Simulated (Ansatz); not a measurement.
# Counterpoise correction, worked out

The pair of CH5N (SMILES CN, atoms 1–7) and CH4 (SMILES C, atoms 8–12), both closed shells, in one local arrangement (a lower one may exist), relaxed at PBE0-D4/def2-TZVP:

C1  (-0.423, -0.504, -1.721)
N2  (0.426, 0.674, -1.692)
H3  (-0.695, -0.912, -0.736)
H4  (0.077, -1.296, -2.283)
H5  (-1.347, -0.270, -2.253)
H6  (1.298, 0.479, -1.217)
H7  (-0.021, 1.429, -1.187)
C8  (0.137, 0.080, 2.218)
H9  (0.322, 0.402, 1.193)
H10  (-0.915, 0.227, 2.459)
H11  (0.752, 0.666, 2.901)
H12  (0.388, -0.975, 2.317)
(Å)

Ansatz 0.2.0; basis: def2-TZVPPD; cores frozen in the correlated methods.

MP2 total energies in eV:

| system | geometry | basis functions | energy |
| --- | --- | --- | --- |
| pair | pair | all | -3702.86062 |
| CH5N | as in the pair | all (partner as ghosts) | -2603.14509 |
| CH4 | as in the pair | all (partner as ghosts) | -1099.69233 |
| CH5N | as in the pair | its own | -2603.13806 |
| CH4 | as in the pair | its own | -1099.68724 |
| CH5N | free (PBE0-D4 minimum) | its own | -2603.13818 |
| CH4 | free (PBE0-D4 minimum) | its own | -1099.68728 |

(1) Work out the interaction energy with and without the counterpoise correction, the superposition error, and the binding energy from the relaxed fragments.

No T1 diagnostic of these runs exceeds 0.009.

Answers

(1) Without correction: -3702.86062 − (-2603.13806) − (-1099.68724) = -0.03532 eV.
With correction (each fragment in the whole basis): -3702.86062 − (-2603.14509) − (-1099.69233) = -0.02320 eV = -0.54 kcal/mol.
The superposition error is the difference, 0.01212 eV, 34 % of the uncorrected value: each fragment borrows its partner's functions.
Deformation from the free shapes: 0.00012 eV for CH5N and 0.00004 eV for CH4.
Binding energy from relaxed fragments: -0.02320 + 0.00012 + 0.00004 = -0.02304 eV = -0.53 kcal/mol (electronic, without zero-point energy; negative means bound). For comparison, the corrected interaction energy by CCSD(T) at an estimated basis limit (MP2 extrapolated from triple and quadruple zeta, plus CCSD(T) − MP2 in triple zeta) is -0.030 eV.

For scale, one of the runs: CCSD(T)/def2-TZVPPD, 264 basis functions, launched by `ansatz run in.yaml --threads 4 --pin off --events-out ev --progress --plain --max-ram 9574MiB`. The run took 56 s on 4 CPU threads of an Intel Xeon Platinum 8488C (shared host), with 6.7 GiB of host memory at its peak.
